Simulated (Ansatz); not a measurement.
## [BH2···H···H], doublet in cc-pVDZ: errors against full CI

All five atoms lie in one plane.

Geometry: a point of a hydrogen-transfer path between rigid fragments, not a stationary point.

```
atom    x (Å)    y (Å)   z (Å)
   B  -0.1679   0.0000  0.0000
   H  -0.7646   1.0336  0.0000
   H  -0.7646  -1.0336  0.0000
   H   1.2721   0.0000  0.0000
   H   2.0581   0.0000  0.0000
```

Basis cc-pVDZ; Ansatz 0.2.0. Correlated methods freeze the noble-gas cores, which leaves 7 electrons in 33 orbitals. R marks a restricted (for open shells ROHF) determinant, U an unrestricted one. Active spaces: pair = (3e, 3o) about the gap; valence = (7e, 8o) chosen from the atoms' valence shells.

Full CI is exact within this basis and frozen core; it isn't the basis-set limit. The frozen core follows each run's orbitals, which can shift R against U totals by a few meV.

For open shells CISD is restricted-active-space CI with the open shells as a complete middle space.

```
UHF ⟨S²⟩                          : 0.769
T1 diagnostic (RCCSD)             : 0.0190
largest doubles amplitude (RCCSD) : 0.039
T1 diagnostic (UCCSD)             : 0.0112
```

| level | E − E(RHF) (eV) |
| --- | --- |
| UHF | -0.1845 |
| RMP2 | -2.9633 |
| UMP2 | -2.9467 |
| RCCSD | -3.7222 |
| UCCSD | -3.7245 |
| RCCSD(T) | -3.7783 |
| UCCSD(T) | -3.7779 |

**Question.** Estimate how far full CI in cc-pVDZ lies from RCCSD(T). The table doesn't fix it; the size of (T) and the diagnostics are the guide.

**Answer.** Full CI in cc-pVDZ lies 1.5 kJ/mol below RCCSD(T), which is 28 % of the (T) step (-5.4 kJ/mol). The diagnostics give no warning, yet the rest is a sizeable part of (T).

The other levels:

```
                   level  E − E(full CI) (kJ/mol)  share of correlation (%)     wall time
                    CISD                     20.5                     94.39        0.64 s
                 BCCD(T)                      1.5                     99.58         1.1 s
                  RCCSDT                      0.2                     99.96             –
                  UCCSDT                      0.2                     99.96             –
               RCCSDT(Q)                      0.0                     99.99         4.3 s
               UCCSDT(Q)                      0.0                     99.99           4 s
                 RCCSDTQ                      0.0                    100.00    8 s (H100)
                 UCCSDTQ                      0.0                    100.00  8.5 s (H100)
     CASSCF (pair space)                    311.6                     14.89             –
     NEVPT2 (pair space)                     77.6                     78.81        0.43 s
  CASSCF (valence space)                    217.3                     40.63             –
  NEVPT2 (valence space)                     61.6                     83.16         1.8 s
  MRCISD (valence space)                      8.7                     97.63             –
MRCISD+Q (valence space)                      0.7                     99.82         2.5 s
```

The correlation energy at full CI, counted from RHF, is -3.794 eV. That run took 7 s on 2 threads of AMD EPYC 7R13 with a shared H100 80 GB, shared host over 55,991,320 determinants.

Times hold each run's SCF and search for its determinant on a shared host, so for small cases they say little of a method's own cost; rows without a card ran on 1 thread of AMD EPYC 7R13.

The full-CI state has the irrep A1 of C2v, in the program's axes.

Natural occupations of full CI about the gap: 1.960 1.957 1.956 0.990 0.022 0.019 0.018 0.018 0.009 0.009; effectively unpaired electrons, Σ n²(2−n)², 1.03.
